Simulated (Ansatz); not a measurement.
# AlBClH₃ (SMILES [AlH2][BH]Cl): functionals against CCSD(T) at one geometry

The task here is to estimate one member of a computed series from the others.

The runs use Ansatz 0.2.0, Gaussian basis; single points in def2-TZVPP.

Correlated methods freeze the cores.

2 further runs of the same task are left out: 2 that didn't finish.

**Where the work starts**

6 atoms, charge 0, spin multiplicity 1.

Atoms are counted from 1 here; the program's logs count them from 0.

Bond lengths: Al1–B2 2.094 Å, Al1–Cl3 2.647 Å, Al1–H4 1.615 Å, Al1–H5 1.643 Å, B2–Cl3 1.691 Å, B2–H6 1.246 Å. Angles: B2–Al1–Cl3 39.7°, B2–Al1–H4 117.0°, B2–Al1–H5 125.3°, Cl3–Al1–H4 77.4°, Cl3–Al1–H5 164.5°, H4–Al1–H5 117.6°, Al1–B2–Cl3 88.1°, Al1–B2–H6 155.1°, Cl3–B2–H6 115.7°, Al1–Cl3–B2 52.3°.

Coordinates:

```mol
AlBClH3
  3D, bonds by distance, orders not assigned

  6  6  0  0  0  0  0  0  0  0999 V2000
   -0.6720    0.4423   -0.5211 Al  0  0
    0.8453   -0.0801    0.8246 B   0  0
    0.7358   -1.6644    0.2446 Cl  0  0
   -1.2701   -0.7384   -1.4474 H   0  0
   -1.2267    1.9666   -0.7793 H   0  0
    1.7873    0.1453    1.6082 H   0  0
  1  2  8  0
  1  3  8  0
  1  4  8  0
  1  5  8  0
  2  3  8  0
  2  6  8  0
M  END
```

The first run:

run/in.yaml

```yaml
crystal:
  periodic: [false, false, false]
  atoms:
    - {symbol: Al, position_ang: [-0.672035, 0.442327, -0.521093]}
    - {symbol: B, position_ang: [0.845251, -0.080134, 0.824625]}
    - {symbol: Cl, position_ang: [0.735826, -1.664443, 0.244610]}
    - {symbol: H, position_ang: [-1.270115, -0.738372, -1.447418]}
    - {symbol: H, position_ang: [-1.226708, 1.966628, -0.779330]}
    - {symbol: H, position_ang: [1.787299, 0.145316, 1.608167]}
basis:
  gaussian: {orbitals: def2-TZVPP}
hamiltonian: {xc: pbe, dispersion: d4}
output: {forces: true}
```

Launch:

```
$ ansatz run in.yaml --threads 2 --pin off --events-out ev --progress --plain --max-ram 3481MiB
```

Among the steps run: PBE-D4/def2-TZVPP; r2SCAN-D4/def2-TZVPP; PBE0-D4/def2-TZVPP; wB97M-V/def2-TZVPP; CCSD(T)/def2-TZVPP.

One of the session's tables, all rows but one given; the rest of the session is left out.

| method | RMS force component (eV/Å) | angle to CCSD(T) forces (°) | dipole (D) |
| --- | --- | --- | --- |
| PBE-D4 | 0.996 | 4.4 | 1.25 |
| r2SCAN-D4 | 1.024 | 1.3 | 1.23 |
| PBE0-D4 | ? | ? | ? |
| wB97M-V | 1.042 | 3.2 | 1.15 |
| CCSD(T) | 1.101 | reference | 1.14 |

**Question.** Estimate the row for PBE0-D4.

As computed: RMS force component (eV/Å): 0.987; angle to CCSD(T) forces (°): 2.4; dipole (D): 1.18. In the column «RMS force component (eV/Å)» it is the lowest.
